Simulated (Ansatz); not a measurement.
```yaml
crystal:
  periodic: [false, false, false]
  atoms:
    - {symbol: Ti, position_ang: [0.000000, 0.000000, 0.000000]}
    - {symbol: F, position_ang: [0.479195, 1.211245, 1.209131]}
    - {symbol: F, position_ang: [-0.488276, -1.206881, 1.209861]}
    - {symbol: F, position_ang: [-0.476967, 1.207764, -1.213487]}
    - {symbol: F, position_ang: [0.486048, -1.212127, -1.205506]}
basis:
  gaussian: {orbitals: def2-TZVP}
magnetization: {spin_polarized: true, initial_magnetization: 2}
hamiltonian: {xc: pbe0}
relax: {f_tol: 0.004, max_steps: 80}
```

```sh
$ ansatz run in.yaml --threads 1 --pin off --events-out ev --progress --plain --max-ram 2176MiB
```

Steps of the relaxation (energy above the last step; positions in Å, forces in eV/Å):

```
5
step 1, 279.6 meV
Ti    0.000    0.000    0.000    0.000    0.000    0.000
F     0.479    1.211    1.209    0.588    1.335    1.333
F    -0.488   -1.207    1.210   -0.598   -1.330    1.333
F    -0.477    1.208   -1.213   -0.586    1.331   -1.337
F     0.486   -1.212   -1.206    0.596   -1.336   -1.328
```

```
5
step 2, 58.9 meV
Ti    0.000    0.000    0.000    0.000    0.000    0.000
F     0.502    1.237    1.234    0.260    0.492    0.491
F    -0.512   -1.232    1.235   -0.263   -0.490    0.491
F    -0.500    1.233   -1.239   -0.259    0.490   -0.493
F     0.509   -1.237   -1.231    0.262   -0.492   -0.489
```

```
5
step 3, 10.1 meV
Ti    0.000    0.000    0.000    0.000    0.000    0.000
F     0.540    1.249    1.247    0.057    0.015    0.015
F    -0.550   -1.244    1.247   -0.057   -0.015    0.014
F    -0.538    1.245   -1.251   -0.057    0.015   -0.015
F     0.547   -1.250   -1.243    0.057   -0.015   -0.014
```

```
5
step 4, 5.9 meV
Ti    0.000    0.000    0.000    0.000    0.000    0.000
F     0.566    1.246    1.244    0.020   -0.044   -0.044
F    -0.575   -1.242    1.245   -0.020    0.044   -0.044
F    -0.563    1.243   -1.249   -0.020   -0.044    0.044
F     0.573   -1.247   -1.240    0.020    0.044    0.044
```

```
5
step 5, 0.1 meV
Ti    0.000    0.000    0.000    0.000    0.000    0.000
F     0.624    1.231    1.229    0.009    0.005    0.005
F    -0.633   -1.226    1.229   -0.009   -0.005    0.005
F    -0.622    1.227   -1.234   -0.009    0.005   -0.005
F     0.631   -1.232   -1.225    0.009   -0.005   -0.005
```

```
5
step 6, 0.0 meV
Ti    0.000    0.000    0.000    0.000    0.000    0.000
F     0.634    1.229    1.227   -0.002   -0.003   -0.003
F    -0.643   -1.224    1.227    0.002    0.003   -0.003
F    -0.632    1.225   -1.232    0.002   -0.003    0.003
F     0.641   -1.230   -1.222   -0.002    0.003    0.003
```

Close pairs at the end: Ti1–F3 1.849 Å, Ti1–F5 1.849 Å, Ti1–F2 1.849 Å, Ti1–F4 1.849 Å.

A stationary point of unrestricted PBE0 after 6 steps, with ⟨S²⟩ = 2.011 against 2.00 for a pure state; no frequencies were run, so it isn't proven a minimum. 2.1 min on 1 thread of AMD EPYC 7R43, shared host.
